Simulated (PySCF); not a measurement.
Species: nitryl fluoride, FNO₂.
Bonds: O1–N2 (double), N2–O3, N2–F4.

Computed, not measured: core-valence-separated Tamm–Dancoff BHandHLYP/aug-pcX-1 in PySCF, non-relativistic, gas phase, PBE0-D3(BJ)/def2-SVP geometry. The energies are unshifted.

**Question.** List the fluorine K-edge absorption lines.

**Answer.** 
| E (eV) | f | core hole on | main final orbital | polarisation |
| --- | --- | --- | --- | --- |
| 681.94 | 0.0568 | F4 | LUMO+1 (67 %) | in plane |
| 684.62 | 0.0067 | F4 | LUMO (99 %) | out of plane |
| 688.54 | 0.0030 | F4 | LUMO+4 (35 %) | in plane |
| 689.93 | 0.0072 | F4 | LUMO+5 (86 %) | out of plane |
| 690.19 | 0.0059 | F4 | LUMO+3/LUMO+4 (2 roots, f summed) | in plane |
| 692.02 | 0.0027 | F4 | LUMO+7 (73 %) | in plane |

The first line with a tenth or more of the strongest one's intensity is at 681.94 eV (f = 0.057), with the hole on F4 (fluorine bonded to N), polarised in plane. It is also the strongest listed.

**Question.** What does the O 1s absorption edge look like?

**Answer.** 
| E (eV) | f | core hole on | main final orbital | polarisation |
| --- | --- | --- | --- | --- |
| 529.98 | 0.0873 | O1/O3 | LUMO (2 roots, f summed) | out of plane |
| 533.82 | 0.0490 | O1/O3 | LUMO+1 (2 roots, f summed) | in plane |
| 536.88 | 0.0058 | O1/O3 | LUMO+2 (2 roots, f summed) | in plane |
| 538.21 | 0.0107 | O1/O3 | LUMO+5 (2 roots, f summed) | out of plane |
| 538.35 | 0.0286 | O1/O3 | LUMO+3 (2 roots, f summed) | in plane |

The first line with a tenth or more of the strongest one's intensity is at 529.98 eV (f = 0.087, sum of 2), with the hole on O1/O3 (oxygen bonded to N), polarised out of plane: a 1s→π* resonance. It is also the strongest listed.

**Question.** What does the N 1s absorption edge look like?

**Answer.** 
```csv
E (eV),f,core hole on,main final orbital,polarisation
402.40,0.0837,N2,LUMO (98 %),out of plane
404.68,0.0787,N2,LUMO+1 (65 %),in plane
410.86,0.0103,N2,LUMO+2 (51 %),in plane
412.60,0.0010,N2,LUMO+5 (99 %),–
412.89,0.0031,N2,LUMO+3 (98 %),in plane
412.97,0.0004,N2,LUMO+4 (95 %),–
413.42,0.0119,N2,LUMO+6 (37 %),in plane
```

The first line with a tenth or more of the strongest one's intensity is at 402.40 eV (f = 0.084), with the hole on N2 (nitrogen bonded to F and 2 O), polarised out of plane: a 1s→π* resonance. It is also the strongest listed.

Roots within 0.03 eV whose holes lie on the same, on equivalent or on shared atoms are summed into one line, and the highest roots are left out, as the search may have cut off their partners. Final orbitals are the ground state's empty Kohn–Sham orbitals. A dash: too weak, shared between unlike atoms, or no plane or axis to refer to.

**Question.** What is the summed oscillator strength of the listed F K lines, and their intensity-weighted mean energy?

**Answer.** Σf = 0.082 over 6 lines from 681.94 to 692.02 eV; the weighted mean is 684.02 eV. The strongest line holds 69 % of the sum.

The ionisation thresholds weren't computed; near and above them a finite basis only mimics Rydberg series and continuum.
